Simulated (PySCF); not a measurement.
What binds MgO: the parts of the energy along the bond

State: ³Π, triplet, unpaired electrons σ ↑, π ↑. ROHF-based CCSD(T) in PySCF 2.14 with Mg cc-pCVDZ, O aug-cc-pVDZ and Mg cc-pCVTZ, O aug-cc-pVTZ (frozen core orbitals: 2; no relativity). Correlation energies are extrapolated as n⁻³ (n = 2, 3), Hartree–Fock as (n+1)·exp(−9√n). CV is the change on freezing 1 orbitals instead, in Mg cc-pCVTZ, O cc-pwCVTZ. SR is the spin-free X2C energy in Mg cc-pCVTZ-DK, O cc-pVTZ-DK less the non-relativistic one in Mg cc-pCVTZ, O cc-pVTZ. All energies in eV from Mg + O.

```
 R (Å)  HF/CBS  CCSD corr.      (T)       CV      SR   total
1.6649  -1.015      -0.750  -0.0969  -0.0084  0.0133  -1.858
1.7406  -1.298      -0.765  -0.1030  -0.0069  0.0147  -2.158
1.8163  -1.415      -0.783  -0.1096  -0.0058  0.0156  -2.298
1.8920  -1.416      -0.803  -0.1165  -0.0048  0.0161  -2.324
1.9676  -1.335      -0.825  -0.1238  -0.0040  0.0162  -2.272
2.0622  -1.160      -0.854  -0.1334  -0.0032  0.0162  -2.134
2.1568  -0.932      -0.884  -0.1436  -0.0026  0.0158  -1.946
```

A fit to the total gives Re = 1.8753 Å, De = 2.326 eV, ωe = 645.1 cm⁻¹, Be = 0.4995 cm⁻¹ (masses 23.9850 and 15.9949 u).

At R = 1.8920 Å the CCSD correlation energy is -0.356827 hartree in the smaller basis and -0.498493 in the larger. Extrapolate it.

(3³·E3 − 2³·E2)/(3³ − 2³) = -0.55814 hartree; the larger basis holds 89.3 % of it.

The T1 diagnostic is 0.020. The state was picked by a PBE0 search and need not be the measured ground state. Spin–orbit coupling, excitations beyond (T) and corrections to the Born–Oppenheimer picture are left out.
